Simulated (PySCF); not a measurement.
Scalar relativity in Ar (argon, neutral)

[Ar], closed-shell 1S; PBE calculated with PySCF 2.14 in dyall-acv3z, once non-relativistic with a point nucleus and once with spin-free X2C-1e and a Gaussian nucleus.

```json
{"shell": "1s", "ε non-rel. (eV)": "-3106.6", "rms r non-rel. (bohr, spins averaged)": "0.09992"}
{"shell": "2s", "ε non-rel. (eV)": "-294.73", "rms r non-rel. (bohr, spins averaged)": "0.4535"}
{"shell": "2p", "ε non-rel. (eV)": "-229.77", "rms r non-rel. (bohr, spins averaged)": "0.4207"}
{"shell": "3s", "ε non-rel. (eV)": "-24.064", "rms r non-rel. (bohr, spins averaged)": "1.525"}
{"shell": "3p", "ε non-rel. (eV)": "-10.288", "rms r non-rel. (bohr, spins averaged)": "1.830"}
```

(1) How does scalar relativity move these shells?

The total energy goes from -527.3455 to -529.1757 hartree.

Ionisation energy, Ar [Ar] (1S) → Ar+ [Ne] 3s2 3p5 (2P) (eV):

```csv
method,non-relativistic,spin-free X2C,shift
UHF,14.549,14.529,-0.020
MP2 (valence),15.738,15.721,-0.017
SCS-MP2 (valence),15.636,15.618,-0.017
CCSD (valence),15.545,15.529,-0.016
CCSD(T) (valence),15.603,15.587,-0.016
LDA,15.989,15.971,-0.017
PBE,15.704,15.686,-0.018
PBE0,15.713,15.694,-0.019
r2SCAN,15.754,15.737,-0.016
revPBE,15.642,15.624,-0.018
MP2 (valence and next inner shell),15.765,15.747,-0.018
SCS-MP2 (valence and next inner shell),15.658,15.640,-0.018
```

Relativity contracts and stabilises s shells directly. The contracted s shells screen the nucleus better, so for spin-averaged p shells the direct and indirect effects partly cancel.

Results:

(1) 1s: ε -3118.7 eV, radius -0.66 %; 2s: ε -296.87 eV, radius -0.53 %; 2p: ε -229.79 eV, radius -0.17 %; 3s: ε -24.284 eV, radius -0.45 %; 3p: ε -10.270 eV, radius -0.01 %.
